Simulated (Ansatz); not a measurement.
The input, for Ansatz 0.2.0:

```yaml
crystal:
  periodic: [false, false, false]
  atoms:
    - {symbol: Al, position_ang: [0.000000, 0.000000, 0.000000]}
    - {symbol: Al, position_ang: [0.000000, 0.000000, 6.718000]}
basis:
  gaussian: {orbitals: cc-pVTZ}
magnetization: {spin_polarized: true, initial_magnetization: 2}
hamiltonian: {xc: {name: PBE}}
correlation: {method: rpa, electrons: outside_noble_gas}
```

```sh
$ ansatz run in.yaml --threads 1 --pin off --events-out ev --progress --plain --max-ram 4096MiB --backend cpu
```

Output:

```
434 factors; integrals over basis functions are off by at most 3.1e-4 eV
mean field evaluation 1: about -13182.6901 eV, gradient 2.4e0 eV
mean field evaluation 2: about -13182.6892 eV, gradient 2.4e0 eV
mean field evaluation 4: about -13182.6002 eV, gradient 2.6e0 eV
mean field evaluation 8: about -13182.7446 eV, gradient 6.1e-1 eV
mean field evaluation 16: about -13182.8161 eV, gradient 5.8e-3 eV
mean field evaluation 32: about -13182.6901 eV, gradient 2.4e0 eV
mean field evaluation 64: about -13182.7814 eV, gradient 7.6e-5 eV
mean field evaluation 96: about -13182.7493 eV, gradient 2.9e-5 eV
mean field evaluation 128: about -13182.7891 eV, gradient 1.5e-1 eV
mean field evaluation 160: about -13182.7921 eV, gradient 7.0e-2 eV
mean field evaluation 192: about -13182.8148 eV, gradient 1.2e-1 eV
mean field evaluation 224: about -13182.7956 eV, gradient 1.7e-2 eV
mean field evaluation 256: about -13182.8160 eV, gradient 2.2e-2 eV
mean field evaluation 288: about -13182.7955 eV, gradient 6.4e-2 eV
mean field evaluation 320: about -13182.8158 eV, gradient 1.3e-2 eV
mean field -13182.81609262 eV, -484.4595557700 hartree, gradient 3.2e-8 eV, S^2 2.009913; 15 other end points of the search recorded, 0 dependent functions left out
10 core orbitals not correlated: weight in the atoms' cores, before any rotation towards them, 1.000 or more for the frozen orbitals, at most 0.000 for the correlated occupied ones
reference -13163.30591830 eV, -483.7425700885 hartree; 4, 2 occupied and 54, 56 virtual orbitals, 434 factors
Total energy: -13168.96777668 eV, -483.9506395462 hartree
```

Ran on 1 thread of AMD EPYC 7R13, shared host: 31 s wall, 0.22 GiB peak host memory.
